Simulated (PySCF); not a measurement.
**How methods differ on the ionisation energy of Al**

Al [Ne] 3s2 3p1 (2P) → Al⁺ [Ne] 3s2 (1S), as a difference of total energies. Calculation: PySCF 2.14, in aug-cc-pVDZ-DK (5s4p2d, 27 functions); scalar relativity by spin-free X2C-1e. Correlated levels: valence: [Ne] frozen. The calculations carry no spin-orbit coupling.

```
           method  ionisation energy (eV)  error (eV)
              UHF                   5.586      -0.391
             TPSS                   6.141      +0.164
             PBE0                   6.089      +0.112
    MP2 (valence)                   5.744      -0.233
SCS-MP2 (valence)                   5.723      -0.254
   CCSD (valence)                   5.835      -0.142
CCSD(T) (valence)                   5.856      -0.121
```

Reference: 5.977 eV (measured; NIST levels, between the centres of gravity of the two terms).

Errors of the correlated levels include the incompleteness of this basis and the frozen core.
